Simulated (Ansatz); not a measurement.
System: rutile PbO2. Method: r²SCAN (PAW; Ansatz, a program for electronic structure).

Output (set-up and result lines):

```
Crystal: 6 atoms, lattice volume = 84.639 Å³
Basis set: ecut = 560 eV, 2569 PW (Γ), exchange–correlation on 120×120×81 points (27 copies of the dense FFT grid, shifted against one another)
Bands: 32, of which v1, the nominal top of the filled ones, is band 26 counted from 1 (25 counted from 0)
Symmetry: 16 space group operations
Space group: P42/mnm (ITA 136), of the structure as read, at distance tolerance 4.4e-5 Å
k-points: 252 of 2304
Functional: x = r2scan, c = r2scan; τ floored in thin density (d = 2e-4 eV/Å³)
SCF iter   1: F=—  HF=-26111.361773 eV  |F-HF|=—  |Δ(HF+E_count)|=         —  Δρ=1.06e-2  dr2=4.88e-2  dr2_τ=1.75e-1
SCF iter   2: F=—  HF=-26111.439658 eV  |F-HF|=—  |Δ(HF+E_count)|=   7.79e-2  Δρ=6.52e-3  dr2=2.12e-2  dr2_τ=5.40e-4
  ...
SCF iter   9: F=—  HF=-26111.436030 eV  |F-HF|=—  |Δ(HF+E_count)|=   8.00e-9  Δρ=1.27e-6  dr2=1.46e-9  dr2_τ=5.86e-11
SCF iter  10: F=-26111.436030 eV  HF=-26111.436030 eV  |F-HF|=3.27e-11  |Δ(HF+E_count)|=  7.06e-10  Δρ=3.73e-7  dr2=1.31e-10  dr2_τ=5.28e-12
SCF 1 converged in 10 iterations: F = -26111.436030 eV  dr2 = 1.31e-10
SCF converged after 10 iterations
Free energy (F): -26111.436030 eV
Internal energy: -26111.433221 eV  (E = F + TS)
E sigma→0 (E₀):  -26111.434626 eV
Fermi energy:    7.583095 eV
--- Forces (eV/Å), atoms counted from 1 ---
  atom   1  Pb     0.00000000    -0.00000000     0.00000000
  atom   2  Pb    -0.00000000     0.00000000    -0.00000000
  atom   3  O     -0.00006976    -0.00006976    -0.00000000
  atom   4  O     -0.00006976     0.00006976     0.00000000
  atom   5  O      0.00006976    -0.00006976    -0.00000000
  atom   6  O      0.00006976     0.00006976     0.00000000
--- Stress (GPa, compression-positive) ---
        0.003286       0.000000       0.000000
        0.000000       0.003286       0.000000
        0.000000       0.000000      -0.001515
  P = ⅓ Tr σ = 0.0017 GPa (0.017 kbar)
```

**Question.** Write an input file that could have produced this run (the log leaves some choices open).

**Answer.** This is not unique; one that fits is 
Ansatz 0.2 input:
```yaml
crystal:
  lattice:
    - [4.9859524227, 0.0, 0.0]
    - [0.0, 4.9859524227, 0.0]
    - [0.0, 0.0, 3.4046651434]
  atoms:
    - { symbol: Pb, position: [0.0, 0.0, 0.0] }
    - { symbol: Pb, position: [0.5, 0.5, 0.5] }
    - { symbol: O, position: [0.3072731284, 0.3072731284, 0.0] }
    - { symbol: O, position: [0.8072731284, 0.1927268716, 0.5] }
    - { symbol: O, position: [0.1927268716, 0.8072731284, 0.5] }
    - { symbol: O, position: [0.6927268716, 0.6927268716, 0.0] }
basis:
  ecutwfc: 560
  ecutrho_ratio: 4
  xc_grid: 3
kpoints:
  mp_grid: { grid: [12, 12, 16] }
hamiltonian:
  xc: r2scan
  dispersion: none
  pseudopotentials: { kind: paw }
scf:
  occupations: { method: fermi_dirac, width: 0.05 }
  convergence: { dr2_threshold: 0.0000000006 }
output:
  forces: true
  stress: true
  eigenvalues: true
```

The PAW data were made under PBE.

Computing time: very roughly 2.1 core-minutes.
